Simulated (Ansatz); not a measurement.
Basis-set extrapolation for C3H7FO, SMILES `CC(F)CO` (PBE0-D4/def2-TZVP geometry, frozen core, Ansatz). Multiplicity 1, RHF reference.

```tsv
	def2-TZVPP	def2-QZVPP
HF	-292.100531	-292.114013
MP2 correlation	-1.009697	-1.087186
CCSD(T) correlation	-1.082179	not run
```

Energies in hartree. Use E(X) = E(∞) + A·exp(−7.88·√X) for Hartree–Fock and E(X) = E(∞) + B·X^(−2.97) for correlation, with X = 3 and 4, and add CCSD(T) minus MP2 of the smaller set to the MP2 limit.

What is the CCSD(T) energy at the basis-set limit?

HF limit: -292.114013 + (-0.013482) × 0.13774 = -292.11587. MP2 limit: -1.087186 + (-0.077489) × 0.74074 = -1.14459. Higher-order term: -1.082179 − (-1.009697) = -0.07248. Total: -293.33294 hartree, 394.4 kJ/mol below CCSD(T)/def2-TZVPP.
